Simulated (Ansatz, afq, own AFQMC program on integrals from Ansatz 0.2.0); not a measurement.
BSiH$_{3}$, singlet: AFQMC among the cluster methods

| atom | x (Å) | y (Å) | z (Å) |
| --- | --- | --- | --- |
| Si | 0.0000 | 0.0000 | 0.5052 |
| B | 0.0000 | 0.0000 | -1.3160 |
| H | 0.0000 | 1.2660 | 1.2662 |
| H | 0.0000 | -1.2660 | 1.2662 |
| H | 0.0000 | 0.0000 | -2.4954 |

Connectivity, by distances: SiH2–BH.

Basis aug-cc-pVDZ. Only valence electrons are correlated. AFQMC by an in-house program on the Cholesky factors that Ansatz 0.2.0 writes for its CCSD(T) run. The CISD trial takes its coefficients from CCSD amplitudes. Released means that phaseless walkers are propagated on without the constraint, phases kept. Uncertainties: one standard error, sampling alone.

Determinant: UHF, the one that the program's search chose, which needn't be the lowest solution. The geometry is a PBE0/def2-TZVP stationary point of this or a neighbouring charge and spin state.

No full CI on the walks' own integrals is used here; CCSDT(Q) serves as the reference and is uncertain by about the last step of the cluster series.

Cautions: an unrestricted solution with more broken spin lies lower (28 meV, ⟨S²⟩ 0.27), while this determinant keeps restricted orbitals.

* T1 diagnostic: 0.0179
* weight of the determinant in the CISD state: 0.859
* ⟨S²⟩ of the determinant: 0.000
* size of the correlated space: 10 electrons in 71 orbitals

Reference: CCSDT(Q), correlation energy -6.208 eV. The released energy is read at 2.40 1/Eh (meV from the phaseless value at times in 1/Eh: -6 ± 4 at 0.24, -10 ± 4 at 0.51, -14 ± 4 at 0.99, -20 ± 3 at 1.62, -16 ± 4 at 2.40).

| level | E − E(reference) (kJ/mol) | share of correlation (%) |
| --- | --- | --- |
| HF | 598.9 | 0.00 |
| MP2 | 129.7 | 78.35 |
| CCSD | 27.0 | 95.49 |
| CCSD(T) | 5.1 | 99.15 |
| CCSDT | 1.4 | 99.77 |
| ph-AFQMC/HF | 2.2 ± 2.4 | 99.63 |
| ph-AFQMC/CISD | 1.6 ± 0.5 | 99.73 |
| released AFQMC | 0.0 ± 0.4 | 99.99 |

A walk keeps the symmetry of its determinant, which the program's search chose and which needn't be the lowest solution, so a lower state of the same spin and another symmetry isn't excluded. Released energies are given only where the last usable release times agree within the noise; a slower fall can still hide under it.
